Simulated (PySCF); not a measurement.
## MP2 beside CCSD(T) along the second period: bonds to F

MP2 and CCSD(T) in PySCF with def2-SVPD on every atom, for the lowest determinant that a PBE0 search found; no spin–orbit coupling.

| molecule | state (unpaired electrons) | MP2 Re (Å) | MP2 ωe (cm⁻¹) | MP2 De (eV) | CCSD(T) Re (Å) | CCSD(T) ωe (cm⁻¹) | CCSD(T) De (eV) |
| --- | --- | --- | --- | --- | --- | --- | --- |
| LiF | singlet (closed shell) | 1.599 | 878 | 6.16 | 1.595 | 886 | 5.88 |
| BF | singlet (closed shell) | 1.281 | 1352 | 7.84 | 1.286 | 1330 | 7.47 |
| CF | doublet (π ↑) | 1.280 | 1312 | 5.64 | ? | ? | ? |
| F2 | singlet (closed shell) | 1.418 | 933 | 1.44 | 1.442 | 819 | 1.25 |

Q: Estimate the CCSD(T) values of CF by adding the mean shift from MP2 to CCSD(T) of the other rows, and compare with the calculation.

A: The mean shifts are +0.8 pm, -43 cm⁻¹ and -0.28 eV, which give 1.288 Å, 1269 cm⁻¹ and 5.36 eV. CCSD(T)/def2-SVPD gives Re = 1.287 Å, ωe = 1283 cm⁻¹, De = 5.37 eV.

Q: What are the mean differences of MP2 from CCSD(T) over the whole series?

A: Re -0.8 pm, ωe +39 cm⁻¹, De +0.28 eV.

In a basis of this size CCSD(T) is itself not converged; it tends to give bonds that are too long and too weak.

Correlated steps freeze the inner cores (1 to 2 orbitals); shallow outer-core shells are correlated. Correlated levels converge slowly with the basis: in double zeta they bind strong bonds too weakly, by up to about 1 eV, and carry superposition errors of some tenths. Where the molecule has an RHF reference, its open-shell atoms are computed with UHF. States were picked by a PBE0 search and need not be the measured ground states.
